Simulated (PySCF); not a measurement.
Successive ionisation energies of aluminium

Calculated with PySCF 2.14, two-component X2C-1e (Gaussian nucleus, no Breit or QED terms), each ion in its own even-tempered basis; GMP2 freezes the deep shells of the larger ions and drops the highest virtual spinors; eV.

```json
{"ion": "Al", "configuration": "[Ne] 3s2 3p1", "GHF (screened spin-orbit)": "5.610", "GMP2 (screened spin-orbit)": "5.698", "NIST": "5.986", "kind": "measured"}
{"ion": "Al+", "configuration": "[Ne] 3s2", "GHF (screened spin-orbit)": "17.551", "GMP2 (screened spin-orbit)": "18.568", "NIST": "18.829", "kind": "measured"}
{"ion": "Al(2+)", "configuration": "[Ne] 3s1", "GHF (screened spin-orbit)": "28.088", "GMP2 (screened spin-orbit)": "28.418", "NIST": "28.448", "kind": "measured"}
{"ion": "Al(3+)", "configuration": "[Ne]", "GHF (screened spin-orbit)": "118.34", "GMP2 (screened spin-orbit)": "119.85", "NIST": "119.99", "kind": "measured"}
{"ion": "Al(4+)", "configuration": "[He] 2s2 2p5", "GHF (screened spin-orbit)": "152.18", "GMP2 (screened spin-orbit)": "153.62", "NIST": "153.83", "kind": "semi-empirical"}
{"ion": "Al(5+)", "configuration": "[He] 2s2 2p4", "GHF (screened spin-orbit)": "188.74", "GMP2 (screened spin-orbit)": "190.19", "NIST": "190.49 ± 0.05", "kind": "semi-empirical"}
{"ion": "Al(6+)", "configuration": "[He] 2s2 2p3", "GHF (screened spin-orbit)": "241.80", "GMP2 (screened spin-orbit)": "242.27", "NIST": "241.76 ± 0.09", "kind": "semi-empirical"}
{"ion": "Al(7+)", "configuration": "[He] 2s2 2p2", "GHF (screened spin-orbit)": "284.53", "GMP2 (screened spin-orbit)": "284.97", "NIST": "284.64 ± 0.07", "kind": "semi-empirical"}
{"ion": "Al(8+)", "configuration": "[He] 2s2 2p1", "GHF (screened spin-orbit)": "330.73", "GMP2 (screened spin-orbit)": "330.80", "NIST": "330.21", "kind": "semi-empirical"}
{"ion": "Al(9+)", "configuration": "[He] 2s2", "GHF (screened spin-orbit)": "394.35", "GMP2 (screened spin-orbit)": "396.97", "NIST": "398.65 ± 0.06", "kind": "semi-empirical"}
{"ion": "Al(10+)", "configuration": "[He] 2s1", "GHF (screened spin-orbit)": "441.92", "GMP2 (screened spin-orbit)": "442.07", "NIST": "442.00", "kind": "theoretical"}
{"ion": "Al(11+)", "configuration": "1s2", "GHF (screened spin-orbit)": "2085.4", "GMP2 (screened spin-orbit)": "2086.6", "NIST": "2086.0", "kind": "theoretical"}
```

(1) Where is the largest relative jump?

Answers

(1) From Al(10+) to Al(11+): 442.07 to 2086.6 eV, where the electron removed from 1s2 comes from a deeper shell or subshell.
